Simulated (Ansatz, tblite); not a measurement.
Removing and adding an electron: the cluster Si₃H₅ (the lowest doublet isomer of a short search). The state is a doublet with charge 0. Geometry: PBE0-D4/def2-TZVP. Ansatz, gas phase; energy differences of separate SCF runs; the oxidised species is a singlet (the triplet lies 1.02 eV higher at PBE0-D4/def2-TZVP); the reduced species is a singlet (the triplet lies 2.57 eV higher at PBE0-D4/def2-TZVPD).

```xyz
8

Si   -1.153    0.633    1.084
Si    0.568   -0.849    0.696
Si   -0.432    0.391   -1.091
H    -1.113   -0.559   -2.007
H    -0.361    1.849    1.485
H     0.285   -2.293    0.491
H     0.253    1.469   -1.848
H     1.953   -0.640    1.189
```

The xTB rows come from tblite. Correlated methods freeze 15 core orbitals. The structure comes from a short search, and lower isomers may exist.

```json
{"level": "GFN1-xTB", "−HOMO (eV)": "–", "vertical IE (eV)": "11.40", "−LUMO (eV)": "–", "vertical EA (eV)": "–", "HOMO–LUMO gap (eV)": "–", "IE − EA (eV)": "–", "remarks": "–"}
{"level": "GFN2-xTB", "−HOMO (eV)": "–", "vertical IE (eV)": "10.25", "−LUMO (eV)": "–", "vertical EA (eV)": "5.05", "HOMO–LUMO gap (eV)": "–", "IE − EA (eV)": "5.20", "remarks": "–"}
{"level": "HF/def2-TZVPD", "−HOMO (eV)": "–", "vertical IE (eV)": "–", "−LUMO (eV)": "–", "vertical EA (eV)": "0.86", "HOMO–LUMO gap (eV)": "–", "IE − EA (eV)": "–", "remarks": "–"}
{"level": "PBE-D4/def2-TZVP", "−HOMO (eV)": "5.18", "vertical IE (eV)": "7.87", "−LUMO (eV)": "4.23", "vertical EA (eV)": "–", "HOMO–LUMO gap (eV)": "0.95", "IE − EA (eV)": "–", "remarks": "restricted SCF unstable in HF (+1 singlet)"}
{"level": "PBE-D4/def2-TZVPD", "−HOMO (eV)": "5.19", "vertical IE (eV)": "–", "−LUMO (eV)": "4.25", "vertical EA (eV)": "1.92", "HOMO–LUMO gap (eV)": "0.94", "IE − EA (eV)": "–", "remarks": "HOMO above zero (-1 singlet)"}
{"level": "r2SCAN-D4/def2-TZVP", "−HOMO (eV)": "5.47", "vertical IE (eV)": "8.02", "−LUMO (eV)": "3.98", "vertical EA (eV)": "–", "HOMO–LUMO gap (eV)": "1.49", "IE − EA (eV)": "–", "remarks": "restricted SCF unstable in HF (+1 singlet)"}
{"level": "r2SCAN-D4/def2-TZVPD", "−HOMO (eV)": "5.47", "vertical IE (eV)": "–", "−LUMO (eV)": "3.98", "vertical EA (eV)": "1.84", "HOMO–LUMO gap (eV)": "1.49", "IE − EA (eV)": "–", "remarks": "HOMO above zero (-1 singlet)"}
{"level": "PBE0-D4/def2-TZVP", "−HOMO (eV)": "6.11", "vertical IE (eV)": "7.99", "−LUMO (eV)": "3.45", "vertical EA (eV)": "–", "HOMO–LUMO gap (eV)": "2.66", "IE − EA (eV)": "–", "remarks": "restricted SCF unstable in HF (+1 singlet)"}
{"level": "PBE0-D4/def2-TZVPD", "−HOMO (eV)": "6.11", "vertical IE (eV)": "–", "−LUMO (eV)": "3.46", "vertical EA (eV)": "1.91", "HOMO–LUMO gap (eV)": "2.66", "IE − EA (eV)": "–", "remarks": "–"}
{"level": "MP2/def2-TZVPD", "−HOMO (eV)": "–", "vertical IE (eV)": "–", "−LUMO (eV)": "–", "vertical EA (eV)": "1.93", "HOMO–LUMO gap (eV)": "–", "IE − EA (eV)": "–", "remarks": "–"}
{"level": "MP2/def2-TZVPP", "−HOMO (eV)": "–", "vertical IE (eV)": "7.68", "−LUMO (eV)": "–", "vertical EA (eV)": "–", "HOMO–LUMO gap (eV)": "–", "IE − EA (eV)": "–", "remarks": "restricted SCF unstable (+1 singlet)"}
{"level": "CCSD/def2-TZVPD", "−HOMO (eV)": "–", "vertical IE (eV)": "–", "−LUMO (eV)": "–", "vertical EA (eV)": "1.84", "HOMO–LUMO gap (eV)": "–", "IE − EA (eV)": "–", "remarks": "–"}
{"level": "CCSD/def2-TZVPP", "−HOMO (eV)": "–", "vertical IE (eV)": "7.75", "−LUMO (eV)": "–", "vertical EA (eV)": "–", "HOMO–LUMO gap (eV)": "–", "IE − EA (eV)": "–", "remarks": "restricted SCF unstable (+1 singlet)"}
{"level": "CCSD(T)/def2-TZVPD", "−HOMO (eV)": "–", "vertical IE (eV)": "–", "−LUMO (eV)": "–", "vertical EA (eV)": "1.92", "HOMO–LUMO gap (eV)": "–", "IE − EA (eV)": "–", "remarks": "–"}
{"level": "CCSD(T)/def2-TZVPP", "−HOMO (eV)": "–", "vertical IE (eV)": "7.73", "−LUMO (eV)": "–", "vertical EA (eV)": "–", "HOMO–LUMO gap (eV)": "–", "IE − EA (eV)": "–", "remarks": "restricted SCF unstable (+1 singlet)"}
```

Run but left out: HF/def2-TZVPP (charge +1 singlet: restricted singlet, unstable towards broken spin symmetry).   A HOMO above zero means that the electron is unbound at that level or that self-interaction error raises the level; the energy of removing that electron tells which. HOMO and LUMO are the levels of the spin that leaves or enters (xTB has no such levels and no spin-polarisation term). Other spin states of the ions may lie lower, which would lower the ionisation energy or raise the affinity. Raw xTB energy differences between charge states are shifted by several eV; the methods need an empirical correction for them.
